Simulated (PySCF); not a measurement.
Gas-phase reaction: NH3 + 2 BCl + 2 HCl = BCl3.NH3 + BH2Cl, at 800 K and a standard pressure of 1 bar. Level: PBE/def2-TZVP†.

Computed with PySCF and rigid-rotor harmonic-oscillator thermochemistry at 1 bar. † marks an energy on the PBE0/def2-TZVP geometry and frequencies. All species are closed-shell singlets. Adducts (BCl3.NH3) have no counterpoise correction, and HF, PBE, BLYP, B3LYP and PBE0 lack dispersion. BCl3.NH3, BH2Cl: computed as isolated molecules; such fragments, hydroxides, amides, oligomers or adducts are transient or little studied in the gas. The harmonic model lacks anharmonicity and excited electronic states, which grow with temperature; levels with a mode under 35 cm⁻¹ are left out. Internal rotation in BCl3.NH3 is treated as a harmonic vibration of one conformer, which makes the entropy rough.

| species | E (Ha) | H(800 K) − E (kJ/mol) | S°(800 K) (J/mol/K) |
|---|---|---|---|
| NH3 | -56.50798 | 121.7 | 232.9 |
| BCl | -484.77181 | 31.2 | 246.7 |
| HCl | -460.62636 | 41.4 | 215.8 |
| BCl3.NH3 | -1461.56727 | 208.7 | 448.4 |
| BH2Cl | -486.04818 | 92.4 | 284.8 |
E: electronic energy; H − E holds the zero-point and thermal terms. 1 Ha = 2625.5 kJ/mol.

Question: Work out ΔH°, ΔS°, ΔG° and log10 K from these numbers.

Answer: 1. ΔE = 1×(-1461.56727) + 1×(-486.04818) − 1×(-56.50798) − 2×(-484.77181) − 2×(-460.62636) = -0.31113 Ha = -816.9 kJ.
2. Δ(H − E) = 1×(208.7) + 1×(92.4) − 1×(121.7) − 2×(31.2) − 2×(41.4) = 34.2 kJ, so ΔH° = -782.7 kJ.
3. ΔS° = 1×(448.4) + 1×(284.8) − 1×(232.9) − 2×(246.7) − 2×(215.8) = -424.7 J/K; the number of gas molecules changes by -3.
4. ΔG° = ΔH° − TΔS° = -782.7 − 800×(-424.7)/1000 = -442.9 kJ.
5. log10 K = −ΔG°/(RT ln 10) = 28.91, with RT ln 10 = 15.32 kJ/mol; at standard pressures the products are favoured.
6. A shift of 10 kJ in ΔE would move log10 K by 0.65 here.
For scale, ΔH°(298 K) is -785 kJ at this level, -782 kJ at ωB97M-V/def2-TZVP†, and runs from -913 to -709 kJ over the 20 levels computed.
